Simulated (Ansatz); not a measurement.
# CH6N (doublet): the correlation ladder at distance N1–H4 along a hydrogen transfer = 1.147 Å, cc-pVDZ

Aim: climb from Hartree-Fock through coupled cluster and multireference methods for CH6N (doublet) at one geometry and basis, and see what each rung misses.

The runs use Ansatz 0.2.0, Gaussian basis; cc-pVDZ, core rule «outside noble gas», up to 2 orbitals frozen.

The runs, in order: UHF; CCSD(T) on ROHF; CCSD(T) on UHF; BCCD(T) on ROHF; CISD; CCSDT(Q) on ROHF; CCSDT(Q) on UHF; CASSCF and MRCISD+Q, 3 electrons in 3 orbitals; CASSCF and NEVPT2, 3 electrons in 3 orbitals.

## 1. The geometry

The geometry derives from fragments relaxed apart (PBE0/def2-TZVP) and kept rigid, so it is no stationary point. A hydrogen atom is moved between rigid fragments.

8 atoms, charge 0, spin multiplicity 2.

Atoms are counted from 1 here; the program's logs count them from 0.

Bond lengths: N1–H2 1.012 Å, N1–H3 1.012 Å, N1–H4 1.147 Å, H4–C5 1.269 Å, C5–H6 1.080 Å, C5–H7 1.080 Å, C5–H8 1.080 Å. Angles: H2–N1–H3 107.1°, H2–N1–H4 107.1°, H3–N1–H4 107.1°, N1–H4–C5 180.0°, H4–C5–H6 90.0°, H4–C5–H7 90.0°, H4–C5–H8 90.0°, H6–C5–H7 120.0°, H6–C5–H8 120.0°, H7–C5–H8 120.0°.

## 2. UHF

in.yaml reads:

```yaml
crystal:
  periodic: [false, false, false]
  atoms:
    - {symbol: N, position_ang: [-1.150169, -0.017777, -0.027670]}
    - {symbol: H, position_ang: [-1.447449, 0.950057, -0.027670]}
    - {symbol: H, position_ang: [-1.447448, -0.420076, 0.852589]}
    - {symbol: H, position_ang: [-0.003169, -0.017777, -0.027670]}
    - {symbol: C, position_ang: [1.265831, -0.017777, -0.027670]}
    - {symbol: H, position_ang: [1.265831, -1.097799, -0.027670]}
    - {symbol: H, position_ang: [1.265831, 0.522234, 0.907657]}
    - {symbol: H, position_ang: [1.265831, 0.522234, -0.962998]}
basis:
  gaussian: {orbitals: cc-pVDZ}
magnetization: {spin_polarized: true, initial_magnetization: 1}
hamiltonian: {xc: hf}
output: {orbitals: {seedname: orbitals}}
```

Run with:

```bash
$ ansatz run in.yaml --threads 1 --pin off --events-out ev --progress --plain --max-ram 2816MiB --backend cpu
```

After this run come: CCSD(T) on ROHF; CCSD(T) on UHF; BCCD(T) on ROHF; CISD; CCSDT(Q) on ROHF; CCSDT(Q) on UHF; CASSCF and MRCISD+Q, 3 electrons in 3 orbitals; CASSCF and NEVPT2, 3 electrons in 3 orbitals.

Before running them: what should the planned runs give, taken together? Wanted: UCCSDT(Q) below the RHF energy; RMP2 from UCCSDT(Q); UMP2 from UCCSDT(Q); RCCSD from UCCSDT(Q); RCCSD(T) from UCCSDT(Q); UCCSD(T) from UCCSDT(Q); RCCSDT(Q) from UCCSDT(Q); NEVPT2 pair from UCCSDT(Q); MRCISD+Q pair from UCCSDT(Q).

**Answer**, as computed:

| quantity | value |
| --- | --- |
| UCCSDT(Q) below the RHF energy | -10.6235 eV |
| RMP2 from UCCSDT(Q) | +28.35 kcal/mol |
| UMP2 from UCCSDT(Q) | +29.92 kcal/mol |
| RCCSD from UCCSDT(Q) | +6.71 kcal/mol |
| RCCSD(T) from UCCSDT(Q) | +0.89 kcal/mol |
| UCCSD(T) from UCCSDT(Q) | +0.91 kcal/mol |
| RCCSDT(Q) from UCCSDT(Q) | +0.02 kcal/mol |
| NEVPT2 pair from UCCSDT(Q) | +29.06 kcal/mol |
| MRCISD+Q pair from UCCSDT(Q) | +3.89 kcal/mol |
| levels within 1 kcal/mol (43 meV) | RCCSD(T), UCCSD(T), BCCD(T), RCCSDT, UCCSDT, RCCSDT(Q) |
| T1 diagnostic | 0.022 |

In words: RCCSD(T) lands +0.89 kcal/mol from the yardstick (0.4 % of the correlation energy). Of the multireference levels listed MRCISD+Q pair comes nearest in total energy (+3.89 kcal/mol), which doesn't show that its space is the better one. These misses are within one basis, not against nature; the frozen cores of restricted and unrestricted runs differ, which can shift their rows.
